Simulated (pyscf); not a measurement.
Elementary routes open to `[F][SiH2][O][SiH3]` + `[FH]` in the gas phase (singlet surface):
A. `[F][SiH2][O][SiH2][F]` + `[H][H]` (H–Si, F–H broken; F–Si, H–H formed)
B. `[F][SiH2][F]` + `[OH][SiH3]` (O–Si, F–H broken; F–Si, H–O formed)

Structures and frequencies: ωB97X-D3(BJ)/def2-SVP in PySCF.

Rank the routes by free-energy barrier at 600 K, lowest first, for ωB97M-D3(BJ)/def2-TZVP energies (ideal gas, 1 atm, RRHO with modes under 100 cm⁻¹ raised to 100, one conformer, R ln 2 for chiral ones without a mode under 150 cm⁻¹).

B (34.6 kcal/mol), A (47.5 kcal/mol)

Route B is the fastest of these, ahead of the next by 12.9 kcal/mol. The most stable products are those of A (ΔG = -29.9 kcal/mol), whose barrier is 12.9 kcal/mol higher: the kinetic and the thermodynamic product differ. At 1200 K B is still the fastest. A: On the reactant side the descent ends in a complex (not fully relaxed), 5.0 kcal/mol under the separated species and 32.1 kcal/mol under the saddle at ωB97X-D3(BJ)/def2-TZVP. B: On the reactant side the descent ends in a complex, 5.1 kcal/mol under the separated species and 18.2 kcal/mol under the saddle at ωB97X-D3(BJ)/def2-TZVP. On the product side the descent ends in an adduct with a O–Si contact, 7.1 kcal/mol over the separated species and 10.3 kcal/mol under the saddle at ωB97X-D3(BJ)/def2-TZVP. Only these routes are compared; each barrier is that of the saddle found, and lower ones may exist.
